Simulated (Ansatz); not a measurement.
## AsH2⁺, triplet: vertical spin and charge gaps

Geometry (PBE0/def2-TZVP stationary point for this spin, not checked as a minimum):

```xyz
3

As    0.0000   -0.0191    0.0000
H     0.0000    0.7098   -1.3240
H     0.0000    0.7098    1.3240
```

Basis cc-pVDZ; Ansatz 0.2.0. Correlated methods freeze the noble-gas cores and the filled d shells of p-block atoms. Prefix R: restricted or restricted open-shell reference. Active spaces: valence = (6e, 6o) chosen from the atoms' valence shells. No spin–orbit coupling is included, and no scalar relativity.

Gaps are energies of the second state less the first, at fixed atoms, for a selection of the levels run; each method lands on the state that its own search finds for that charge and spin.

For open shells CISD and CISDTQ are restricted-active-space CI with the open shells as a complete middle space.

Singlet less triplet: -0.277 eV at full CI (triplet B1, singlet A1, in C2v).

```tsv
level	gap (eV)	error (meV)
RHF	0.225	502
RMP2	-0.098	179
RCCSD(T)	-0.274	3
BCCD(T)	-0.273	4
CISDTQ	-0.274	3
RCCSDT(Q)	-0.276	1
RCCSDTQ	-0.276	1
CASSCF (valence space)	-0.315	-38
NEVPT2 (valence space)	-0.247	30
MRCISD (valence space)	-0.280	-3
```

Wrong sign: RHF.

Quintet less triplet: 8.230 eV at full CI (triplet B1, quintet A2, in C2v).

| level | gap (eV) | error (meV) |
| --- | --- | --- |
| RHF | 7.827 | -403 |
| RMP2 | 8.152 | -78 |
| CISD | 8.168 | -62 |
| RCCSD | 8.222 | -8 |
| RCCSD(T) | 8.228 | -2 |
| BCCD(T) | 8.229 | -1 |
| RCCSDT | 8.231 | 1 |
| CISDTQ | 8.229 | -1 |
| RCCSDT(Q) | 8.229 | -1 |
| RCCSDTQ | 8.229 | -1 |
| CASSCF (valence space) | 8.277 | 47 |
| NEVPT2 (valence space) | 8.181 | -49 |
| MRCISD (valence space) | 8.230 | 0 |
| MRCISD+Q (valence space) | 8.217 | -13 |
| PBE | 8.108 | -122 |
| r2SCAN | 8.185 | -45 |
| PBE0 | 8.180 | -50 |
| B3LYP | 8.320 | 90 |
| wB97M-V | 8.454 | 224 |
| B2PLYP | 8.295 | 65 |
| RPA-PBE | 8.335 | 105 |

In so small a basis the reference is far from its limit while semilocal and hybrid functionals are nearer theirs (RPA and double hybrids share much of the reference's basis error), so the functionals' errors here hold much of the reference's basis and frozen-core error, which can add to them or hide them.

Full CI is exact within this basis and frozen core; it isn't the basis-set limit.
